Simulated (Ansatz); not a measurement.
A calculation with Ansatz (development build ahead of 0.2.0).

```yaml
crystal:
  periodic: [false, false, false]
  atoms:
    - { symbol: C, position_ang: [0.00033, -0.40646, -0.09543] }
    - { symbol: O, position_ang: [0.00024, -0.36221, 1.1015] }
    - { symbol: O, position_ang: [0.00045, 0.65452, -0.89984] }
    - { symbol: H, position_ang: [-0.00062, -1.33633, -0.69979] }
    - { symbol: H, position_ang: [-0.00038, 1.44271, -0.33408] }
basis:
  gaussian: { orbitals: def2-TZVP }
hamiltonian:
  xc: hf
correlation:
  method: mp2
  frozen_orbitals: { C: 1, H: 0, O: 1 }
```

The input is written out in the form of the current development build from the run's settings.

Results

* Converged: yes
* Reference energy: -188.84883 hartree
* Correlation energy: -0.62096 hartree
* Total energy: -189.46979 hartree
* Spin squared of the determinant: 0.000
